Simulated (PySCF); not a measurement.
**`O=[PH](O)O`: 4 charge schemes on one density**

H3O3P.
Structure used (PBE0-D3(BJ)/def2-SVP), in Å, numbered top down from 1:
```
atom  x, y, z in Å
O1     0.5227   -0.6684   -1.4999
P2    -0.1206   -0.3556   -0.2127
O3    -1.0292    0.9758   -0.2124
O4     0.8857   -0.1000    1.0355
H5    -0.9763   -1.3412    0.3228
H6    -0.9823    1.4532    0.6255
H7     1.7984   -0.0560    0.7182
```

Density: PBE0/pcSseg-1 (PySCF); schemes: Mulliken, IAO, Hirshfeld and ESP-fitted. Isolated species at its PBE0-D3(BJ)/def2-SVP geometry (one conformer only).

**Question.** At which atom do the 4 schemes differ most?

**Answer.** At P2: from +0.501 (Hirshfeld) to +1.746 e (IAO), 1.245 e apart.

**Question.** Do the Mulliken, IAO, Hirshfeld and ESP-fitted schemes agree on where the charge is highest?

**Answer.** All schemes agree: Mulliken P2 (+1.089); IAO P2 (+1.746); Hirshfeld P2 (+0.501); ESP-fitted P2 (+1.052).

**Question.** For which atoms does the sign change between the 4 schemes (beyond +0.03 e in one, beyond −0.03 e in another)?

**Answer.** For none.

**Question.** Tabulate the Mulliken, IAO, Hirshfeld and ESP-fitted charges.

**Answer.** In e:

| atom | environment | Mulliken | IAO | Hirshfeld | ESP-fitted |
| --- | --- | --- | --- | --- | --- |
| O1 | phosphoryl oxygen | -0.589 | -0.876 | -0.390 | -0.617 |
| P2 | phosphoryl phosphorus | +1.089 | +1.746 | +0.501 | +1.052 |
| O3 | hydroxyl oxygen | -0.499 | -0.761 | -0.246 | -0.614 |
| O4 | hydroxyl oxygen | -0.532 | -0.774 | -0.253 | -0.678 |
| H5 | P–H hydrogen | -0.004 | -0.097 | +0.008 | -0.032 |
| H6 | hydroxyl hydrogen | +0.265 | +0.379 | +0.188 | +0.438 |
| H7 | hydroxyl hydrogen | +0.270 | +0.382 | +0.193 | +0.451 |

Mean size of the charges over all atoms: IAO 0.716 e, ESP-fitted 0.555 e, Mulliken 0.464 e, Hirshfeld 0.254 e. Each set sums to the total charge, 0, to within 0.001 e. The Hirshfeld scheme divides the density at each point in proportion to the densities of the neutral, spherically averaged free atoms.

**Question.** How many electrons does the Mulliken scheme count on O3?

**Answer.** Z − q = 8 − (-0.499) = 8.499.

**Question.** Sum the charges by element, for elements with more than one atom.

**Answer.** 
```csv
element,atoms,Mulliken,IAO,Hirshfeld,ESP-fitted
O,3,-1.619,-2.411,-0.889,-1.909
H,3,+0.530,+0.664,+0.388,+0.857
```

**Question.** How closely do the schemes follow one another over all atoms?

**Answer.** Correlation coefficient and root-mean-square difference: Mulliken with IAO 1.00, 0.311 e; Mulliken with Hirshfeld 0.99, 0.277 e; Hirshfeld with ESP-fitted 0.99, 0.339 e; Mulliken with ESP-fitted 0.98, 0.120 e; IAO with Hirshfeld 0.98, 0.586 e; IAO with ESP-fitted 0.98, 0.291 e.
